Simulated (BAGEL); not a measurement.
# BH3O2 (SMILES OBO) at B3LYP/def2-TZVP (density fitting with qzvpp-jkfit)

What is the energy change on altering one bond length of BH3O2 at B3LYP/def2-TZVP (density fitting with qzvpp-jkfit)? 

The results are computed with BAGEL 1.2.2.

## Step 1: The system as given

BH3O2 has 6 atoms, charge 0, and is taken as a singlet. As SMILES, `OBO`. Geometry: relaxed at PBE0-D4/def2-TZVP. This is one conformer, not always the lowest.

Bond lengths: O1–B2 1.356 Å, B2–O3 1.356 Å, O1–H4 0.958 Å, B2–H5 1.204 Å, O3–H6 0.958 Å. Angles: O1–B2–O3 116.8°, O1–B2–H5 121.6°, O3–B2–H5 121.6°, B2–O1–H4 112.7°, B2–O3–H6 112.7°.

## Step 2: The energy at B3LYP/def2-TZVP (density fitting with qzvpp-jkfit)

Contents of input.json:

```json
{ "bagel" : [

{
  "title" : "molecule",
  "basis" : "def2-tzvp.json",
  "df_basis" : "qzvpp-jkfit",
  "angstrom" : "true",
  "geometry" : [
    { "atom" : "O", "xyz" : [   -1.176200,   -0.524500,   -0.251800 ] },
    { "atom" : "B", "xyz" : [    0.049500,    0.028100,   -0.072900 ] },
    { "atom" : "O", "xyz" : [    0.580600,   -0.053800,    1.172500 ] },
    { "atom" : "H", "xyz" : [   -1.494700,   -0.433500,   -1.150600 ] },
    { "atom" : "H", "xyz" : [    0.637800,    0.565600,   -0.976100 ] },
    { "atom" : "H", "xyz" : [    1.445200,    0.354100,    1.232800 ] }
  ]
},
{
  "title" : "ks",
  "xc_func" : "b3lyp"
},
{
  "title" : "print",
  "file" : "orbitals.molden",
  "orbitals" : "true"
}

]}
```

The basis set def2-TZVP is read from a file made from the Basis Set Exchange's data (not shown).

Launch:

```console
$ BAGEL_NUM_THREADS=1 BAGEL input.json > input.out
```

The log of the run:

```text
* using 1 threads per process

  ===============================================================
  ===============================================================

  *** Geometry ***

  { "atom" : "O", "xyz" : [     -2.222696,     -0.991161,     -0.475833 ] },
  { "atom" : "B", "xyz" : [      0.093541,      0.053101,     -0.137761 ] },
  { "atom" : "O", "xyz" : [      1.097175,     -0.101667,      2.215704 ] },
  { "atom" : "H", "xyz" : [     -2.824574,     -0.819196,     -2.174319 ] },
  { "atom" : "H", "xyz" : [      1.205267,      1.068829,     -1.844562 ] },
  { "atom" : "H", "xyz" : [      2.731032,      0.669152,      2.329654 ] },

  Number of auxiliary basis functions:      283

  Since a DF basis is specified, we compute 2- and 3-index integrals:
    o Being stored without compression. Storage requirement is 0.028 GB

  Number of basis functions:      111
  Number of electrons      :       24

    * METHOD: MOLECULE                             0.10

  *** Kohn-Sham DFT ***

    * Removing 9840 points whose weight is below 1.00e-10
    * Grid points: 79596

  === Nuclear Repulsion ===
    66.7052445314

       - DIIS with orbital gradients will be used.

  === KS iteration (b3lyp / def2-tzvp.json) ===
      0       -149.11685885          0.17925248           0.22
      1       -144.57587849          0.17581669           0.21
      2       -159.40766238          0.15917202           0.21
      3       -176.67003859          0.03480889           0.21
      4       -177.12213865          0.02270094           0.22
      5       -177.22567057          0.01417409           0.22
      6       -177.26425263          0.00871494           0.22
      7       -177.28787096          0.00075373           0.22
      8       -177.28804432          0.00008742           0.22
      9       -177.28804461          0.00008720           0.22
     10       -177.28804690          0.00001061           0.22
     11       -177.28804694          0.00000089           0.22
     12       -177.28804694          0.00000050           0.22
     13       -177.28804694          0.00000009           0.22
     14       -177.28804694          0.00000004           0.22
     15       -177.28804694          0.00000001           0.22
    * SCF iteration converged.

    * Permanent dipole moment:
           (   -0.441990,    -0.403788,     0.678767) a.u.

    * METHOD: KS                                   3.83

    * METHOD: PRINT                                0.02

  ===============================================================
```

Wall time 4.2 s (1 thread of Arm Neoverse V2, shared host); peak memory 0.4 GiB.

## Step 3: The distorted shape, same level

Contents of dft.json:

```json
{ "bagel": [

{
  "title": "molecule",
  "basis": "def2-tzvp.json",
  "df_basis": "qzvpp-jkfit",
  "angstrom": "true",
  "geometry": [
    { "atom": "O", "xyz": [   -1.543939,   -0.690293,   -0.305474 ] },
    { "atom": "B", "xyz": [    0.049500,    0.028100,   -0.072900 ] },
    { "atom": "O", "xyz": [    0.580600,   -0.053800,    1.172500 ] },
    { "atom": "H", "xyz": [   -1.862439,   -0.599293,   -1.204274 ] },
    { "atom": "H", "xyz": [    0.637800,    0.565600,   -0.976100 ] },
    { "atom": "H", "xyz": [    1.445200,    0.354100,    1.232800 ] }
  ]
},
{ "title": "ks", "xc_func": "b3lyp" },
{ "title": "print", "file": "orbitals.molden", "orbitals": "true" }

]}
```

The basis set def2-TZVP is read from a file made from the Basis Set Exchange's data (not shown).

Launch:

```console
$ BAGEL_NUM_THREADS=1 BAGEL dft.json > dft.out
```

The log of the run:

```text
* using 1 threads per process

  ===============================================================
  ===============================================================

  *** Geometry ***

  { "atom" : "O", "xyz" : [     -2.917622,     -1.304465,     -0.577262 ] },
  { "atom" : "B", "xyz" : [      0.093541,      0.053101,     -0.137761 ] },
  { "atom" : "O", "xyz" : [      1.097175,     -0.101667,      2.215704 ] },
  { "atom" : "H", "xyz" : [     -3.519500,     -1.132500,     -2.275748 ] },
  { "atom" : "H", "xyz" : [      1.205267,      1.068829,     -1.844562 ] },
  { "atom" : "H", "xyz" : [      2.731032,      0.669152,      2.329654 ] },

  Number of auxiliary basis functions:      283

  Since a DF basis is specified, we compute 2- and 3-index integrals:
    o Being stored without compression. Storage requirement is 0.028 GB

  Number of basis functions:      111
  Number of electrons      :       24

    * METHOD: MOLECULE                             0.09

  *** Kohn-Sham DFT ***

    * Removing 9209 points whose weight is below 1.00e-10
    * Grid points: 80227

  === Nuclear Repulsion ===
    60.3509635778

       - DIIS with orbital gradients will be used.

  === KS iteration (b3lyp / def2-tzvp.json) ===
      0       -148.74784034          0.17400314           0.22
      1       -145.41040739          0.16324430           0.22
      2       -159.57374074          0.15314024           0.22
      3       -175.19911834          0.04782332           0.22
      4       -176.97641897          0.02716255           0.22
      5       -177.08749370          0.01955338           0.22
      6       -177.17667316          0.01248493           0.22
      7       -177.22448510          0.00235844           0.22
      8       -177.22645874          0.00044592           0.22
      9       -177.22651363          0.00013530           0.22
     10       -177.22651830          0.00006479           0.22
     11       -177.22651956          0.00000512           0.22
     12       -177.22651957          0.00000183           0.22
     13       -177.22651957          0.00000203           0.22
     14       -177.22651957          0.00000021           0.22
     15       -177.22651957          0.00000002           0.22
     16       -177.22651957          0.00000000           0.22
    * SCF iteration converged.

    * Permanent dipole moment:
           (   -1.075666,    -0.657189,     0.468932) a.u.

    * METHOD: KS                                   4.07

    * METHOD: PRINT                                0.02

  ===============================================================
```

It took 4.5 s on 1 thread of Arm Neoverse V2, shared host; peak memory 0.4 GiB.

## Step 4: Outcome

Level: B3LYP/def2-TZVP (density fitting with qzvpp-jkfit).

| quantity | value |
| --- | --- |
| first shape: total energy | -177.28805 Eh |
| first shape: dipole moment | 2.30 D |
| first shape: HOMO energy | -8.94 eV |
| first shape: LUMO energy | 0.51 eV |
| first shape: HOMO–LUMO gap | 9.45 eV |
| distorted shape: total energy | -177.22652 Eh |
| distorted shape: dipole moment | 3.42 D |
| distorted shape: HOMO energy | -7.96 eV |
| distorted shape: LUMO energy | -0.59 eV |
| distorted shape: HOMO–LUMO gap | 7.37 eV |
| energy change with the O1–B2 bond stretched from 1.356 to 1.763 Å | 1.674 eV |

**Reading.** With the O1–B2 bond stretched from 1.356 to 1.763 Å the energy rises by 1.67 eV (162 kJ/mol). The first shape isn't relaxed at this level, so the change isn't measured from a minimum.
